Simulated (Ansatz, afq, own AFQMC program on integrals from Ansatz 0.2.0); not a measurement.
AFQMC on a folder of integrals that Ansatz 0.2.0 wrote.

```yaml
crystal:
  periodic: [false, false, false]
  atoms:
    - {symbol: B, position_ang: [0.000000, 0.000000, 0.000000]}
    - {symbol: N, position_ang: [0.000000, 0.000000, 1.315453]}
basis:
  gaussian: {orbitals: cc-pVDZ}
magnetization: {spin_polarized: true, initial_magnetization: 2}
correlation: {method: ccsd_t, electrons: outside_noble_gas, hamiltonian_folder: ham}
```

```sh
$ ansatz run in.yaml --threads 1 --pin off --events-out ev --progress --plain --max-ram 16896MiB --backend cuda --devices 0, --max-vram 18GiB
```

Options of the walk:

```
--method phaseless --trial hf --walkers 4000 --populations 20 --least-time 40 --time-step 0.005 --steps-per-block 20 --equilibration-blocks 112 --max-blocks 4000 --target-error 0.0008500 --factor-cut 1e-05 --start spin_pure --seed 941 --taylor-order 6
```

Times are imaginary, in 1/Eh. The walk had a cap of 49 s. With eight or more populations the least sampling time is a fifth of least-time, and the error comes from their spread.

Log:

```
orbitals 26  electrons 5 3  factors 185 of 269
reference energy -78.99702104 Eh
CCSD correlation -0.19886805 Eh in 14 cycles, weight of the determinant in the CISD state 0.8782
energy of the start -78.998397 Eh
 block  time / (1/Eh)  mean weight  energy / Eh
     1     0.100  1.0008  -79.045474
     2     0.200  1.0015  -79.079226
     3     0.300  1.0013  -79.106160
     4     0.400  1.0013  -79.124586
     5     0.500  1.0011  -79.137830
    10     1.000  1.0003  -79.169300
    21     2.100  1.0003  -79.190778
    31     3.100  1.0001  -79.200339
    56     5.600  1.0001  -79.212734
    81     8.100  1.0002  -79.205769
   106    10.600  1.0001  -79.206432
   131    13.100  1.0001  -79.208496
   156    15.600  1.0001  -79.201111
   181    18.100  1.0003  -79.200914
   206    20.600  1.0004  -79.202290
   211    21.100  0.9997  -79.204375
error from the spread of 20 populations
energy -79.202671 +/- 0.000805 Eh
(rows thinned)
```

The run passed its tests (sampling time, drift between the halves within three errors, error under three times the target), which doesn't prove that it has relaxed.

Against this walk (error 21.9 meV) on the same determinant: CCSD(T) 46.0 meV lower, CCSDT(Q) 119.1 meV lower, CCSDTQ 111.2 meV lower, full CI 111.6 meV lower, a separate phaseless walk with a CISD trial and standard settings 76.0 ± 22.3 meV lower. The error is statistical and leaves out the bias of the constraint. Full CI is exact here, so the walk's 112 meV above it is the walk's own error: the bias of the constraint with this trial.

Cautions: constraint bias not in the error; lower spins were not checked; raised T1 diagnostic (T1 0.045, weight of the determinant 0.88, largest double 0.10).

The walk took 16 s on 1 × NVIDIA H100 80GB HBM3 with 2 threads of AMD EPYC 7R13 Processor (Zen 3), with other jobs on the host (the card was shared). The log's last line is the phaseless energy.

CCSDT and higher add their correlation energy to the determinant of the CCSD(T) run, since their own runs factorise the integrals more tightly (a shift of under 2 meV). A walk keeps the symmetry of its determinant, which the program's search chose and which needn't be the lowest solution, so a lower state of the same spin and another symmetry isn't excluded.
